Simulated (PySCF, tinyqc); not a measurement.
Starting guesses with DIIS over 6 matrices: SCF starting guesses in the sto-3g basis, for HF, spin multiplicity 1. Computed by the program tinyqc with PySCF. RHF with one setting changed at a time; a run stops when the energy changes by less than 1e-09 hartree and the error matrix is below 1e-5. Starts: the lowest orbitals of the core Hamiltonian, of the Wolfsberg-Helmholz matrix (K = 1.75), projected atomic densities, random orbitals, and the highest orbitals of the core Hamiltonian (a deliberately bad start).

Geometry (angstrom):
```
atom,x,y,z
F,0.0000,0.0000,0.0000
H,0.0000,0.0000,1.3390
```

lowest restricted solution found by these runs and by PySCF = -98.474468 hartree

Largest element of the error matrix X^T (FDS - SDF) X:
```
iteration,core,Wolfsberg-Helmholz,atomic densities,random,highest core orbitals
1,3.9e-01,4.4e-01,6.2e-01,1.9e+00,3.4e-01
2,1.8e-01,4.1e-02,3.4e-01,3.8e-01,4.4e-01
3,3.2e-02,8.3e-03,2.4e-02,9.1e-02,4.7e-01
4,1.7e-03,8.6e-04,2.2e-03,6.1e-02,4.6e-01
5,7.1e-05,6.3e-06,4.9e-05,7.8e-02,4.6e-01
6,5.0e-07,1.3e-07,2.4e-06,2.6e-02,4.7e-01
8,-,-,-,5.1e-03,1.9e-02
10,-,-,-,4.4e-06,1.2e-04
```

How each run ends:
```
run,iterations,E (hartree),state
core,7,-98.47447,lowest found
Wolfsberg-Helmholz,6,-98.47447,lowest found
atomic densities,7,-98.47447,lowest found
random,10,-98.47447,lowest found
highest core orbitals,12,-98.47447,lowest found
```

What does the comparison show, and why?

5 of 5 runs reach the lowest restricted solution found, in 6 to 12 iterations (fastest: Wolfsberg-Helmholz). The first errors are 4e-01, 4e-01, 6e-01, 2e+00, 3e-01; the deliberately bad start has the smallest one, so a small first error does not mark a good start. The restricted reference is unstable here: a spin-polarised solution lies 0.0162 hartree lower (PySCF), so results built on it describe a poor reference.
